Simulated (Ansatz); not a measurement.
# CH8BP: the cost of one run

Method: RHF/cc-pVDZ, in Ansatz 0.2.0.

## Step 1: Starting point

Bond lengths: C2–H3 1.110 Å, C2–H4 1.110 Å, C2–H5 1.110 Å, B1–H6 1.190 Å, B1–H7 1.190 Å, B1–P8 2.210 Å, P8–H9 1.420 Å, P8–H10 1.420 Å, C2–H11 1.180 Å, P8–H11 1.425 Å. Angles (14 of 16 angles, heavy atoms first): H6–B1–P8 105.6°, H7–B1–P8 92.7°, B1–P8–H9 109.5°, B1–P8–H10 109.5°, B1–P8–H11 67.6°, C2–H11–P8 139.2°, H3–C2–H4 109.4°, H3–C2–H5 109.4°, H3–C2–H11 69.9°, H4–C2–H5 109.4°, H4–C2–H11 60.9°, H5–C2–H11 167.9°, H6–B1–H7 120.0°, H9–P8–H10 109.4°.

As a file:

```xyz
11

B     0.0000    0.0000    0.0000
C     0.0000    0.0000    1.9500
H    -0.9996   -0.3092    2.3205
H     0.7676   -0.7111    2.3205
H     0.2320    1.0203    2.3205
H     1.0305    0.0000   -0.5950
H    -1.0305    0.0000   -0.5950
P    -0.2830   -2.0781    0.6969
H    -0.8502   -2.8552   -0.3476
H     0.9722   -2.6288    1.0676
H    -0.1575   -1.1566    1.7763
```

## Step 2: Pulling towards end A

Springs on the bonds that form and break draw the guess towards this end; the thresholds are loose.

Contents of input.yaml:

```yaml
crystal:
  periodic: [false, false, false]
  atoms:
    - { symbol: B, position_ang: [0.0, 0.0, 0.0] }
    - { symbol: C, position_ang: [0.0, 0.0, 1.95] }
    - { symbol: H, position_ang: [-0.9996, -0.3092, 2.3205] }
    - { symbol: H, position_ang: [0.7676, -0.7111, 2.3205] }
    - { symbol: H, position_ang: [0.232, 1.0203, 2.3205] }
    - { symbol: H, position_ang: [1.0305, 0.0, -0.595] }
    - { symbol: H, position_ang: [-1.0305, 0.0, -0.595] }
    - { symbol: P, position_ang: [-0.283, -2.0781, 0.6969] }
    - { symbol: H, position_ang: [-0.8502, -2.8552, -0.3476] }
    - { symbol: H, position_ang: [0.9722, -2.6288, 1.0676] }
    - { symbol: H, position_ang: [-0.1575, -1.1566, 1.7763] }
basis:
  gaussian: { orbitals: cc-pVDZ }
hamiltonian:
  xc: hf
relax:
  f_tol: 0.15
  max_steps: 25
  restrain:
    - { distance: [0, 7], at: 3.11, k: 30.0 }
    - { distance: [10, 1], at: 2.31, k: 30.0 }
    - { distance: [0, 1], at: 1.6, k: 30.0 }
    - { distance: [10, 7], at: 1.42, k: 30.0 }
```

Launch:

```
ansatz run input.yaml --threads 1 --pin off --max-ram 2048MiB --backend cpu --events-out ev --progress --plain --runs-dir out
```

What time and memory should one allow on 1 thread of Arm Neoverse V2, shared host?

About 19 s, with a peak of 0.15 GiB.
